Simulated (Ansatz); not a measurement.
A nudged elastic band was laid between two geometries of H₅SSi₂ (8 atoms, charge 0, multiplicity 2).

Computed with UKS revPBE/def2-SVP in Ansatz.

```
movable images  : 7
climbing image  : yes
spring          : 5.0 eV/Å²
optimiser       : quadratic models (default)
start path      : through a guess of the saddle point
force threshold : 0.03 eV/Å
iteration limit : 60
end points      : relaxed
```

Initial state:

```xyz
8
Properties=species:S:1:pos:R:3
Si -1.335 1.020 -0.883
S -0.397 -0.939 -0.916
Si 0.838 -0.843 0.878
H -2.095 1.122 -2.182
H -0.306 2.127 -0.794
H 1.589 -2.143 0.910
H -0.005 -0.710 2.117
H 1.804 0.309 0.815
```

Final state:

```xyz
8
Properties=species:S:1:pos:R:3
Si -0.834 1.168 -1.253
S -0.361 -0.928 -0.944
Si 0.919 -0.818 0.818
H -1.880 1.182 -2.342
H -1.386 1.803 0.006
H 1.268 -2.242 1.141
H 0.194 -0.190 1.978
H 2.172 -0.033 0.539
```

Problem. What changes between the two ends?

Solution. No bond is made or broken. The height of Si1 over the plane of its neighbours goes from -0.57 to 0.57 Å. The two ends are copies of one structure, up to a mirror image or an exchange of like atoms. The height can change sign by an inversion or by a turn that exchanges like atoms.

Problem. What energy profile does the band end with?

Solution. It converged. The highest image is number 3 of 0 to 8, 0.31 eV above the ends, which have the same energy within 2 meV. A vibrational analysis at the climbing image gives one clearly imaginary mode, 612i cm⁻¹: a first-order saddle point.

| image | path coordinate (Å) | energy (eV) | height of Si1 over the plane of its neighbours (Å) |
| --- | --- | --- | --- |
| 0 | 0.00 | 0.00 | -0.57 |
| 1 | 0.69 | 0.02 | -0.56 |
| 2 | 1.39 | 0.06 | -0.52 |
| 3 | 2.08 | 0.31 | -0.01 |
| 4 | 2.79 | 0.08 | 0.48 |
| 5 | 3.50 | 0.05 | 0.53 |
| 6 | 4.21 | 0.03 | 0.56 |
| 7 | 4.92 | 0.01 | 0.57 |
| 8 | 5.63 | 0.00 | 0.57 |

Problem. What is the geometry of the highest image?

Solution. 
```xyz
8
Properties=species:S:1:pos:R:3
Si -0.952 1.022 -1.229
S 0.092 -0.847 -1.211
Si 0.771 -0.871 0.871
H -2.418 1.059 -0.953
H -0.218 2.282 -1.549
H 1.565 -2.141 1.033
H -0.396 -0.876 1.819
H 1.647 0.316 1.164
```

Problem. What are the harmonic wavenumbers there?

Solution. 612i, 84, 115, 129, 460, 507, 555, 603, 603, 874, 896, 902, 920, 2156, 2172, 2175, 2202, 2241 cm⁻¹.

Run time: 2.4 min on 2 threads of Intel(R) Xeon(R) Platinum 8488C (Sapphire Rapids), on a shared host, peak memory 0.19 GiB.
